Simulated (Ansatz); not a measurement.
H2MgS2, SMILES `[SH][Mg][SH]`, relaxed with RKS PBE0-D4/def2-TZVP in the Gaussian-basis code of Ansatz from a PBE-D4/def2-SVP geometry. The force threshold is 0.005 eV/Å; the program also tests the step.

Total charge 0; spin multiplicity 1.

Start:

```xyz
5

S    -1.168   -1.913    0.787
Mg   -0.092   -0.228   -0.390
S     0.961    1.404   -1.657
H    -0.496   -1.604    1.936
H     0.796    2.340   -0.676
```

```csv
step,energy (eV),largest force (eV/Å),largest move (Å)
1,-27140.5109,0.491,0.000
2,-27140.5327,0.199,0.030
3,-27140.5356,0.014,0.021
4,-27140.5401,0.011,0.105
5 (rejected),-27140.4250,1.480,0.196
6,-27140.5414,0.007,0.050
7 (rejected),-27140.5388,0.286,0.098
8,-27140.5421,0.050,0.046
9,-27140.5423,0.043,0.034
10,-27140.5426,0.001,0.014
11,-27140.5426,0.007,0.011
12,-27140.5426,0.003,0.003
```

End:

```xyz
5

S    -1.300   -1.715    0.857
Mg   -0.074   -0.182   -0.312
S     1.145    1.336   -1.507
H    -0.365   -1.816    1.820
H     0.594    2.378   -0.859
```

It took 14 s on 4 threads of an Arm Neoverse V1 on a shared host, with 0.23 GiB of host memory at the peak.
